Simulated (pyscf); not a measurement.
Optimised with ωB97X-D3(BJ)/def2-SVP in PySCF.

Q: `[CH3][CH3]` + `[OH][ZnH]` → `[CH3][CH2][ZnH]` + `[OH2]`
Surface: singlet. Broken: C–H, O–Zn. Formed: C–Zn, H–O. Give ΔE‡ and ΔE from ωB97M-D3(BJ)/def2-TZVP, relative to the separated reactants.

A: ΔE‡ = 1.60 eV, ΔE = +0.86 eV. Zero-point energy shifts the barrier by -0.09 eV. It is a four-centre exchange, with an imaginary mode of 1412i cm⁻¹. On the product side the descent ends in a complex, 0.35 eV under the separated species and 1.06 eV under the saddle at ωB97X-D3(BJ)/def2-TZVP. This is the saddle that the search found; another between the same sides may lie lower. Elements up to Kr have no core potential and no relativistic terms here.
